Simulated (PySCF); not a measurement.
Molecule: SMILES O/N=C/C, C2H5NO.

Geometry (Å), atoms numbered from 1 in this order:
```xyz
9

C    -1.273    0.347    0.190
C     0.034   -0.354    0.091
N     1.068    0.264   -0.319
O     2.179   -0.537   -0.350
H    -1.168    1.392   -0.130
H    -1.654    0.327    1.225
H    -2.032   -0.145   -0.440
H     0.109   -1.417    0.372
H     2.870    0.054   -0.665
```

Spin–spin couplings on one PBE0-D3(BJ)/def2-SVP geometry, PySCF 2.14, gas phase, non-relativistic, equivalent pairs averaged; isotopes $^{13}$C, $^{1}$H, $^{17}$O, $^{15}$N; functional B3LYP.

How do the couplings (Hz) change with the basis set? Times are CPU seconds on shared hosts with different chips, so compare them loosely. Far from the basis limit: 6-31G*, pcJ-0, 6-31G-J, def2-TZVP, cc-pVTZ.

Answers


| basis set | functions | $^{1}J$(C2,H8) | $^{1}J$(C1,H5) | $^{1}J$(O4,H9) | $^{1}J$(C1,C2) | $^{1}J$(N3,O4) | $^{1}J$(C2,N3) | $^{2}J$(H5,H6) | core-s |
| --- | --- | --- | --- | --- | --- | --- | --- | --- | --- |
| 6-31G* | 66 | 163.9 | 144.2 | -71.5 | 67.3 | -16.6 | -13.0 | -17.1 | 9.2 |
| pcJ-0 | 67 | 148.3 | 115.6 | -31.9 | 44.5 | -22.8 | 6.6 | -15.6 | 5.7 |
| 6-31G-J | 68 | 169.8 | 139.1 | -61.3 | 58.0 | -27.0 | 0.2 | -19.0 | 6.1 |
| def2-TZVP | 154 | 157.2 | 127.3 | -66.3 | 55.7 | -24.7 | -3.9 | -13.7 | 25 |
| pcJ-1 | 158 | 165.0 | 135.0 | -74.4 | 57.4 | -21.8 | -5.7 | -16.1 | 25 |
| cc-pVTZ | 190 | 147.9 | 119.3 | -52.8 | 47.6 | -21.6 | -11.3 | -13.0 | 33 |
| aug-cc-pVTZ-J | 284 | 168.0 | 135.9 | -77.9 | 54.7 | -24.0 | -4.8 | -16.4 | 48 |
| pcJ-2 | 324 | 166.0 | 134.4 | -77.2 | 54.0 | -23.5 | -4.8 | -16.1 | 75 |

The Fermi-contact term samples the wavefunction at the nucleus, which is why sets with added tight s functions (names with J) are made for couplings.
